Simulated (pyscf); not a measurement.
Thermochemistry of product channels of O=Si=O + F• on the doublet surface, in kJ/mol, from CCSD(T)/def2-TZVPP + ΔMP2(QZVPP) energies (ideal gas, 1 atm, RRHO with modes under 100 cm⁻¹ raised to 100, one conformer, R ln 2 for rigid chiral ones). Structures and frequencies: ωB97X-D3(BJ)/def2-SVP in PySCF. Correlated levels are frozen-core, on RHF or UHF. ΔMP2 is the change of the MP2 total energy from the triple- to the quadruple-zeta basis.

```json
[
 {"products": "O [triplet] + [O=Si–F]•", "ΔE": "(withheld)", "ΔH(298 K)": "+77.8", "ΔG(600 K)": "+55.9", "ΔG(900 K)": "+45.3"},
 {"products": "•O–Si(=O)–F", "ΔE": "(withheld)", "ΔH(298 K)": "-353.2", "ΔG(600 K)": "-298.5", "ΔG(900 K)": "-270.6"}
]
```

Problem. What belongs in the gaps?

Solution. 
- O [triplet] + [O=Si–F]•, ΔE: +82.2
- •O–Si(=O)–F, ΔE: -354.7

These are energies of the channels, which say nothing of barriers. The CCSD(T) − MP2 part came from Ansatz, without density fitting, on the same reference. Left out: orbital degeneracy and the spin-orbit lowering of F, O.
